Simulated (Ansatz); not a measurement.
Process, species as SMILES: [PH2] (PH2) → PH2+ (singlet, bonded as [PH2]) + e-
B3LYP-D3(BJ)/def2-TZVP geometries, fixed; electronic energies without zero-point terms.
Largest species:
```xyz
3

P      0.0052    -0.0015     0.1165
H     -0.0501     1.0329    -0.8596
H     -0.0274    -1.0099    -0.8876
```
Charge 0, spin multiplicity 2.

The adiabatic ionisation energy at MP2 with Ansatz (a first-principles code), in eV, split into its Hartree-Fock and correlation parts. Cores are frozen. A restricted Hartree-Fock determinant is unstable towards unrestricted orbitals. Open shells are unrestricted. No added dispersion term, no relativity. Functions are those of the species that has most.

| basis | X | functions | Hartree-Fock | MP2 |
|---|---|---|---|---|
| cc-pV(D+d)Z | 2 | 33 | 9.311 | 9.597 |
| cc-pV(T+d)Z | 3 | 67 | 9.325 | 9.754 |
| cc-pV(Q+d)Z | 4 | 124 | 9.328 | 9.797 |
| cc-pV(5+d)Z | 5 | 210 | 9.327 | 9.814 |

Worked estimate of the basis-set limit from each neighbouring pair, with Hartree-Fock from the larger set and the correlation part extrapolated as X^-3.
Correlation parts: X = 2: 0.286, X = 3: 0.429, X = 4: 0.469, X = 5: 0.487.
- (2,3): (27·(0.429) - 8·(0.286))/19 = 0.489; with Hartree-Fock 9.325 the estimate is 9.814 eV.
- (3,4): (64·(0.469) - 27·(0.429))/37 = 0.498; with Hartree-Fock 9.328 the estimate is 9.826 eV.
- (4,5): (125·(0.487) - 64·(0.469))/61 = 0.506; with Hartree-Fock 9.327 the estimate is 9.833 eV.
The last two estimates differ by 0.007 eV; the largest set lies 0.019 from the last. Over the last step Hartree-Fock moves by -0.001 and the correlation part by 0.018.
